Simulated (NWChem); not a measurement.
# Basis-set dependence for C2H3O

SMILES: C[C]=O
```xyz
6

C     -0.0762    -1.1694     0.0000
C      0.4250     0.2536     0.0000
O     -0.1959     1.2600     0.0000
H      0.3268    -1.6873     0.8843
H      0.3268    -1.6873    -0.8843
H     -1.1790    -1.2110     0.0000
```
Charge 0, spin multiplicity 2.

Program: NWChem. Structure: optimised with UB3LYP/def2-SVP, a minimum by its harmonic frequencies.

Hartree-Fock energies in Ha, correlation energies in mHa.

The correlated methods keep 3 core orbitals frozen. The Pople sets run with spherical d functions. The structure started from a generated list of species. The unpaired electrons of the parent sit in orbitals of symmetry a' (Cs labels of the run); other states weren't searched. The stability of the SCF solutions was not checked. Open-shell Hartree-Fock references start from PBE0 orbitals. Coupled-cluster values serve here as a point of comparison, not as the truth.

| basis | functions | UHF | UMP2 | SCS-UMP2 | CCSD on ROHF | CCSD[T] on ROHF | CCSD(T) on ROHF | CCSD on UHF | CCSD[T] on UHF | CCSD(T) on UHF |
|---|---|---|---|---|---|---|---|---|---|---|
| def2-SVP | 57 | -152.18059 | -433.6 | -425.4 | -462.2 | -480.1 | -478.0 | -458.1 | -475.1 | -473.2 |
| 6-311G** | 72 | -152.33737 | -461.7 | -452.4 | -487.9 | -509.3 | -507.1 | -483.5 | -504.0 | -502.0 |
| def2-TZVP | 111 | -152.36059 | -528.2 | -520.7 | not run | not run | not run | not run | not run | not run |

From 6-311G** to def2-TZVP the Hartree-Fock energy moves by -23.2 mHa and the UMP2 correlation energy by -66.6 mHa, which is 13 % of its value in the larger set.
